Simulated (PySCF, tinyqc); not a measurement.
RHF in the sto-6g basis, for BH, spin multiplicity 1, step by step. The lowest restricted solution is unstable here: a spin-polarised one lies 0.0077 hartree lower (PySCF). Computed by tinyqc, a small Python program that keeps every step (integrals from PySCF). Settings: charge = 0, multiplicity = 1, basis = sto-6g, energy threshold = 1e-10, iteration cap = 69, orthogonalisation = symmetric, start = core, DIIS depth = 0, method = RHF. Command: `OMP_NUM_THREADS=1 python tinyqc.py 22116 22117 out.jsonl` (the two numbers bound the seeds that draw the settings). One thread of a shared host (Intel(R) Xeon(R) Processor @ 2.60GHz), about 0.08 s of CPU time with the checks. Later iterations appear only in the table of the cycle.

## One-electron integrals

Geometry (angstrom):

| atom | x | y | z |
|---|---|---|---|
| B | 0.0000 | 0.0000 | 0.0000 |
| H | 0.0000 | 0.0000 | 1.5280 |

Basis sto-6g: exponents (1/bohr^2) and contraction coefficients of normalised primitives:

| element | l (shell) | exponent | coefficient |
|---|---|---|---|
| B | s (1) | 506.0111 | 0.0092 |
| B | s (1) | 92.7768 | 0.0494 |
| B | s (1) | 25.9557 | 0.1685 |
| B | s (1) | 8.9164 | 0.3706 |
| B | s (1) | 3.4625 | 0.4165 |
| B | s (1) | 1.4261 | 0.1303 |
| B | s (2) | 23.1946 | -0.0133 |
| B | s (2) | 4.5908 | -0.0470 |
| B | s (2) | 1.4268 | -0.0338 |
| B | s (2) | 0.5489 | 0.2502 |
| B | s (2) | 0.2384 | 0.5951 |
| B | s (2) | 0.1093 | 0.2407 |
| B | p (3) | 23.1946 | 0.0038 |
| B | p (3) | 4.5908 | 0.0377 |
| B | p (3) | 1.4268 | 0.1739 |
| B | p (3) | 0.5489 | 0.4180 |
| B | p (3) | 0.2384 | 0.4259 |
| B | p (3) | 0.1093 | 0.1017 |
| H | s (1) | 35.5232 | 0.0092 |
| H | s (1) | 6.5131 | 0.0494 |
| H | s (1) | 1.8221 | 0.1685 |
| H | s (1) | 0.6260 | 0.3706 |
| H | s (1) | 0.2431 | 0.4165 |
| H | s (1) | 0.1001 | 0.1303 |

Overlap, kinetic and nuclear-attraction integrals over the contracted functions; the nuclear repulsion is the sum of Za Zb / Rab.

nuclear repulsion = 1.731601 hartree

overlap S, lower triangle:
```
         1B 1s   1B 2s  1B 2px  1B 2py  1B 2pz   2H 1s
1B 1s   1.0000
1B 2s   0.2649  1.0000
1B 2px  0.0000  0.0000  1.0000
1B 2py  0.0000  0.0000  0.0000  1.0000
1B 2pz  0.0000  0.0000  0.0000  0.0000  1.0000
2H 1s   0.0321  0.3187  0.0000  0.0000  0.3635  1.0000
```

kinetic energy T (hartree), lower triangle:
```
          1B 1s   1B 2s  1B 2px  1B 2py  1B 2pz   2H 1s
1B 1s   10.9472
1B 2s   -0.3339  0.3745
1B 2px   0.0000  0.0000  1.1250
1B 2py   0.0000  0.0000  0.0000  1.1250
1B 2pz   0.0000  0.0000  0.0000  0.0000  1.1250
2H 1s   -0.0096  0.0250  0.0000  0.0000  0.1007  0.7685
```

nuclear attraction V (hartree), lower triangle:
```
           1B 1s    1B 2s   1B 2px   1B 2py   1B 2pz    2H 1s
1B 1s   -23.7380
1B 2s    -2.8359  -4.0933
1B 2px    0.0000   0.0000  -4.0689
1B 2py    0.0000   0.0000   0.0000  -4.0689
1B 2pz   -0.0118  -0.1097   0.0000   0.0000  -4.1415
2H 1s    -0.3784  -1.0652   0.0000   0.0000  -1.1561  -2.9650
```

core Hamiltonian H = T + V (hartree), lower triangle:
```
           1B 1s    1B 2s   1B 2px   1B 2py   1B 2pz    2H 1s
1B 1s   -12.7908
1B 2s    -3.1698  -3.7188
1B 2px    0.0000   0.0000  -2.9439
1B 2py    0.0000   0.0000   0.0000  -2.9439
1B 2pz   -0.0118  -0.1097   0.0000   0.0000  -3.0165
2H 1s    -0.3881  -1.0403   0.0000   0.0000  -1.0554  -2.1965
```

## Two-electron integrals

Functions are numbered as in S; the eight-fold symmetry (ij|kl) = (ji|kl) = (kl|ij) leaves the list below.

Two-electron integrals (ij|kl) in chemists' order, unique and non-zero (hartree):
```
(11|11) 2.9250   (21|11) 0.4808   (21|21) 0.0995   (22|11) 0.7434
(22|21) 0.1890   (22|22) 0.5449   (31|31) 0.0211   (32|31) 0.0309
(32|32) 0.1204   (33|11) 0.7434   (33|21) 0.1890   (33|22) 0.5449
(33|33) 0.5871   (41|41) 0.0211   (42|41) 0.0309   (42|42) 0.1204
(43|43) 0.0316   (44|11) 0.7434   (44|21) 0.1890   (44|22) 0.5449
(44|33) 0.5238   (44|44) 0.5871   (51|51) 0.0211   (52|51) 0.0309
(52|52) 0.1204   (53|53) 0.0316   (54|54) 0.0316   (55|11) 0.7434
(55|21) 0.1890   (55|22) 0.5449   (55|33) 0.5238   (55|44) 0.5238
(55|55) 0.5871   (61|11) 0.0600   (61|21) 0.0121   (61|22) 0.0228
(61|33) 0.0226   (61|44) 0.0226   (61|51) 0.0009   (61|52) 0.0018
(61|55) 0.0230   (61|61) 0.0015   (62|11) 0.1686   (62|21) 0.0437
(62|22) 0.1419   (62|33) 0.1377   (62|44) 0.1377   (62|51) 0.0051
(62|52) 0.0318   (62|55) 0.1504   (62|61) 0.0057   (62|62) 0.0553
(63|31) 0.0042   (63|32) 0.0199   (63|53) 0.0057   (63|63) 0.0054
(64|41) 0.0042   (64|42) 0.0199   (64|54) 0.0057   (64|64) 0.0054
(65|11) 0.1697   (65|21) 0.0446   (65|22) 0.1519   (65|33) 0.1441
(65|44) 0.1441   (65|51) 0.0085   (65|52) 0.0504   (65|55) 0.1674
(65|61) 0.0060   (65|62) 0.0688   (65|65) 0.0894   (66|11) 0.3449
(66|21) 0.0912   (66|22) 0.3349   (66|33) 0.3167   (66|44) 0.3167
(66|51) 0.0114   (66|52) 0.0972   (66|55) 0.3715   (66|61) 0.0120
(66|62) 0.1763   (66|65) 0.2369   (66|66) 0.7750
```

## Orthogonalisation

S = U s U^T; symmetric (Loewdin) form X = U s^(-1/2) U^T, so that X^T S X = 1.

eigenvalues of S: 0.4917  0.8029  1.0000  1.0000  1.1741  1.5313

X, lower triangle:
```
          1B 1s    1B 2s  1B 2px  1B 2py   1B 2pz   2H 1s
1B 1s    1.0287
1B 2s   -0.1449   1.0770
1B 2px   0.0000   0.0000  1.0000
1B 2py   0.0000   0.0000  0.0000  1.0000
1B 2pz  -0.0069   0.0544  0.0000  0.0000   1.0602
2H 1s    0.0207  -0.1934  0.0000  0.0000  -0.2148  1.1073
```

## Starting guess

The start is the orbitals of the core Hamiltonian; D = 2 C_occ C_occ^T.

D at the start, lower triangle:
```
          1B 1s    1B 2s  1B 2px  1B 2py   1B 2pz   2H 1s
1B 1s    2.1557
1B 2s   -0.5929   2.2506
1B 2px   0.0000   0.0000  0.0000
1B 2py   0.0000   0.0000  0.0000  0.0000
1B 2pz  -0.0255   0.1105  0.0000  0.0000   2.1223
2H 1s    0.0518  -0.1688  0.0000  0.0000  -0.1907  0.0284
```

## Iteration 1: building the Fock matrix

J_ij = sum D_kl (ij|kl), K_ij = sum D_kl (ik|jl); F = H + J - 0.5 K; E = tr D H + tr D J / 2 - 0.25 tr D K + E_nn.

Coulomb J (hartree), lower triangle:
```
         1B 1s    1B 2s  1B 2px  1B 2py  1B 2pz   2H 1s
1B 1s   8.8807
1B 2s   1.7168   3.6675
1B 2px  0.0000   0.0000  3.6266
1B 2py  0.0000   0.0000  0.0000  3.6266
1B 2pz  0.0012  -0.0020  0.0000  0.0000  3.7493
2H 1s   0.2118   0.9175  0.0000  0.0000  0.9709  2.0719
```

exchange K (hartree), lower triangle:
```
         1B 1s   1B 2s  1B 2px  1B 2py  1B 2pz   2H 1s
1B 1s   6.0058
1B 2s   1.0243  1.4185
1B 2px  0.0000  0.0000  0.3388
1B 2py  0.0000  0.0000  0.0000  0.3388
1B 2pz  0.0000  0.0031  0.0000  0.0000  1.4486
2H 1s   0.1386  0.3444  0.0000  0.0000  0.3379  0.1990
```

Fock matrix F (hartree), lower triangle:
```
          1B 1s    1B 2s  1B 2px  1B 2py   1B 2pz    2H 1s
1B 1s   -6.9130
1B 2s   -1.9652  -0.7605
1B 2px   0.0000   0.0000  0.5133
1B 2py   0.0000   0.0000  0.0000  0.5133
1B 2pz  -0.0106  -0.1132  0.0000  0.0000   0.0086
2H 1s   -0.2455  -0.2949  0.0000  0.0000  -0.2535  -0.2241
```

total energy of this density = -24.310081 hartree

## Iteration 1: diagonalisation and new density

Diagonalise F' = X^T F X, C = X C', fill 3 alpha and 3 beta electrons from the bottom; D = 2 C_occ C_occ^T. Each column has its largest component positive (the first on a tie).

F' = X^T F X (hartree), lower triangle:
```
         1        2       3       4        5        6
1  -6.7538
2  -1.0333  -0.3210
3   0.0000   0.0000  0.5133
4   0.0000   0.0000  0.0000  0.5133
5  -0.0112  -0.0399  0.0000  0.0000   0.1069
6  -0.0063  -0.1930  0.0000  0.0000  -0.2566  -0.0637
```

orbital energies (hartree): MO1 -6.9160, MO2 -0.3889, MO3 -0.0344, MO4 0.3077, MO5 0.5133, MO6 0.5133

coefficients C:
```
            MO1      MO2      MO3      MO4     MO5      MO6
1B 1s    0.9939  -0.1817  -0.2308  -0.0748  0.0000   0.0000
1B 2s    0.0228   0.5669   0.8732   0.3700  0.0000   0.0000
1B 2px   0.0000   0.0000   0.0000   0.0000  0.7254  -0.6883
1B 2py   0.0000   0.0000   0.0000   0.0000  0.6883   0.7254
1B 2pz   0.0033   0.3094  -0.4209   0.9488  0.0000   0.0000
2H 1s   -0.0041   0.5416  -0.4752  -0.8893  0.0000   0.0000
```

D after iteration 1, lower triangle:
```
          1B 1s    1B 2s  1B 2px  1B 2py  1B 2pz   2H 1s
1B 1s    2.1480
1B 2s   -0.5636   2.1689
1B 2px   0.0000   0.0000  0.0000
1B 2py   0.0000   0.0000  0.0000  0.0000
1B 2pz   0.0884  -0.3843  0.0000  0.0000  0.5458
2H 1s    0.0144  -0.2162  0.0000  0.0000  0.7351  1.0383
```

Within a degenerate level the vectors are fixed only up to a rotation; this is one choice.

## Iteration 2: building the Fock matrix

As before.

Coulomb J (hartree), lower triangle:
```
         1B 1s   1B 2s  1B 2px  1B 2py  1B 2pz   2H 1s
1B 1s   8.2958
1B 2s   1.5752  3.3736
1B 2px  0.0000  0.0000  3.3336
1B 2py  0.0000  0.0000  0.0000  3.3336
1B 2pz  0.0022  0.0742  0.0000  0.0000  3.4538
2H 1s   0.1949  0.9397  0.0000  0.0000  1.0458  2.5718
```

exchange K (hartree), lower triangle:
```
         1B 1s    1B 2s  1B 2px  1B 2py  1B 2pz   2H 1s
1B 1s   5.9678
1B 2s   0.9835   1.2923
1B 2px  0.0000   0.0000  0.2945
1B 2py  0.0000   0.0000  0.0000  0.2945
1B 2pz  0.0049  -0.0562  0.0000  0.0000  0.9097
2H 1s   0.1319   0.4794  0.0000  0.0000  0.6333  1.1909
```

Fock matrix F (hartree), lower triangle:
```
          1B 1s    1B 2s  1B 2px  1B 2py   1B 2pz    2H 1s
1B 1s   -7.4789
1B 2s   -2.0863  -0.9913
1B 2px   0.0000   0.0000  0.2424
1B 2py   0.0000   0.0000  0.0000  0.2424
1B 2pz  -0.0121  -0.0074  0.0000  0.0000  -0.0175
2H 1s   -0.2591  -0.3403  0.0000  0.0000  -0.3263  -0.2202
```

total energy of this density = -24.950103 hartree

## Iteration 2: diagonalisation and new density

As before.

F' = X^T F X (hartree), lower triangle:
```
         1        2       3       4        5        6
1  -7.3215
2  -1.0511  -0.5306
3   0.0000   0.0000  0.2424
4   0.0000   0.0000  0.0000  0.2424
5  -0.0301   0.0942  0.0000  0.0000   0.1235
6  -0.0037  -0.2365  0.0000  0.0000  -0.3656  -0.0058
```

orbital energies (hartree): MO1 -7.4807, MO2 -0.4982, MO3 -0.2453, MO4 0.2424, MO5 0.2424, MO6 0.4899

coefficients C:
```
            MO1      MO2      MO3     MO4      MO5      MO6
1B 1s    0.9955  -0.2407  -0.1487  0.0000   0.0000   0.0930
1B 2s    0.0170   0.8113   0.6049  0.0000   0.0000  -0.4437
1B 2px   0.0000   0.0000   0.0000  0.7248  -0.6890   0.0000
1B 2py   0.0000   0.0000   0.0000  0.6890   0.7248   0.0000
1B 2pz   0.0026   0.1220  -0.5704  0.0000   0.0000  -0.9126
2H 1s   -0.0031   0.3827  -0.5592  0.0000   0.0000   0.9224
```

D after iteration 2, lower triangle:
```
          1B 1s    1B 2s  1B 2px  1B 2py  1B 2pz   2H 1s
1B 1s    2.1419
1B 2s   -0.5365   2.0489
1B 2px   0.0000   0.0000  0.0000
1B 2py   0.0000   0.0000  0.0000  0.0000
1B 2pz   0.1161  -0.4920  0.0000  0.0000  0.6805
2H 1s   -0.0241  -0.0557  0.0000  0.0000  0.7313  0.9183
```

Within a degenerate level the vectors are fixed only up to a rotation; this is one choice.

## Iteration 12 (converged): orbitals

converged F (hartree), lower triangle:
```
          1B 1s    1B 2s  1B 2px  1B 2py   1B 2pz    2H 1s
1B 1s   -7.4552
1B 2s   -2.0828  -0.9699
1B 2px   0.0000   0.0000  0.2579
1B 2py   0.0000   0.0000  0.0000  0.2579
1B 2pz  -0.0185  -0.0080  0.0000  0.0000  -0.0383
2H 1s   -0.2589  -0.3560  0.0000  0.0000  -0.3366  -0.2498
```

As before.

F' = X^T F X (hartree), lower triangle:
```
         1        2       3       4        5        6
1  -7.2968
2  -1.0551  -0.5008
3   0.0000   0.0000  0.2579
4   0.0000   0.0000  0.0000  0.2579
5  -0.0377   0.0994  0.0000  0.0000   0.1040
6   0.0004  -0.2547  0.0000  0.0000  -0.3683  -0.0306
```

orbital energies (hartree): MO1 -7.4571, MO2 -0.5021, MO3 -0.2483, MO4 0.2579, MO5 0.2579, MO6 0.4833

coefficients C:
```
            MO1      MO2      MO3     MO4      MO5      MO6
1B 1s    0.9953  -0.2240  -0.1681  0.0000   0.0000   0.1025
1B 2s    0.0176   0.7407   0.6682  0.0000   0.0000  -0.4752
1B 2px   0.0000   0.0000   0.0000  0.5690   0.8223   0.0000
1B 2py   0.0000   0.0000   0.0000  0.8223  -0.5690   0.0000
1B 2pz   0.0036   0.1547  -0.5765  0.0000   0.0000  -0.9038
2H 1s   -0.0034   0.4541  -0.5004  0.0000   0.0000   0.9238
```

D after iteration 12, lower triangle:
```
          1B 1s    1B 2s  1B 2px  1B 2py  1B 2pz   2H 1s
1B 1s    2.1382
1B 2s   -0.5215   1.9909
1B 2px   0.0000   0.0000  0.0000
1B 2py   0.0000   0.0000  0.0000  0.0000
1B 2pz   0.1317  -0.5412  0.0000  0.0000  0.7126
2H 1s   -0.0420   0.0038  0.0000  0.0000  0.7174  0.9133
```

Within a degenerate level the vectors are fixed only up to a rotation; this is one choice.

## Convergence

Stop when the energy changes by less than 1e-10 hartree and every element of the error matrix X^T (F D S - S D F) X is below 3e-06.

Course of the cycle:

| iteration | E (hartree) | change | largest element of the error matrix |
|---|---|---|---|
| 1 | -24.310081 | - | 5.20e-01 |
| 2 | -24.950103 | -6.40e-01 | 9.56e-02 |
| 3 | -24.962963 | -1.29e-02 | 2.61e-02 |
| 4 | -24.963990 | -1.03e-03 | 8.49e-03 |
| 5 | -24.964100 | -1.10e-04 | 2.81e-03 |
| 6 | -24.964112 | -1.20e-05 | 9.35e-04 |
| 7 | -24.964113 | -1.33e-06 | 3.11e-04 |
| 8 | -24.964113 | -1.48e-07 | 1.04e-04 |
| 9 | -24.964113 | -1.64e-08 | 3.46e-05 |
| 10 | -24.964113 | -1.82e-09 | 1.15e-05 |
| 11 | -24.964113 | -2.02e-10 | 3.84e-06 |
| 12 | -24.964113 | -2.25e-11 | 1.28e-06 |

PySCF RHF in the same basis = -24.964113 hartree

Converged in 12 iterations.

## Populations, bond orders and dipole

Mulliken: Z minus the diagonal of D S on the atom; Loewdin: the same with S^(1/2) D S^(1/2); Mayer order: 2 sum_s sum (D(s) S)_ij (D(s) S)_ji over the two atoms.

Charges (e):

| atom | Mulliken | Loewdin |
|---|---|---|
| 1B | 0.1739 | 0.1631 |
| 2H | -0.1739 | -0.1631 |

Mayer bond orders:

| pair | order |
|---|---|
| 2-1 | 0.9697 |

dipole moment about the origin, x y z (debye): 0.0000  0.0000  0.2799
